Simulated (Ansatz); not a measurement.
# Relaxing AlCu3

Level of theory: DFT r2SCAN, scalar-relativistic, plane waves, PAW (Ansatz). Cutoff 500 eV, Γ-centred k mesh, Gaussian smearing, no spin polarisation in the final step.

This is the end of a relaxation of cell and atoms.

```
CELL_PARAMETERS angstrom
0.00000 2.89092 2.89092
2.89092 0.00000 2.89092
2.89092 2.89092 0.00000
ATOMIC_POSITIONS crystal
Al 0.00000 0.00000 0.00000
Cu 0.50000 0.50000 0.50000
Cu 0.25000 0.25000 0.25000
Cu 0.75000 0.75000 0.75000
```

Energies over the elements count from the elements' standard structures at the same level, with no empirical corrections.

Q: What space group does it have?

A: Fm-3m (No. 225). Conventional cell: a = 5.782 Å. Around Al lie 8 Cu at 2.50 Å and 6 Cu at 2.89 Å; around Cu on Wyckoff site b (1 atom of the primitive cell) lie 8 Cu at 2.50 Å and 6 Al at 2.89 Å; around Cu on Wyckoff site c (2 atoms of the primitive cell) lie 4 Al at 2.50 Å, 4 Cu at 2.50 Å and 6 Cu at 2.89 Å.

Q: How far does it lie from the elements in energy?

A: -0.18 eV/atom.

Q: Is it a metal?

A: Yes, bands cross the Fermi level on the 14×14×14 mesh.

The final run used a 14×14×14 mesh on its 4-atom cell and 0.10 eV smearing. The k mesh leaves about 4 meV/atom of noise in metals.

Cost: 2 runs of about 1.6 core-minutes in all, on Intel Xeon Platinum 8488C (Sapphire Rapids) (shared hosts).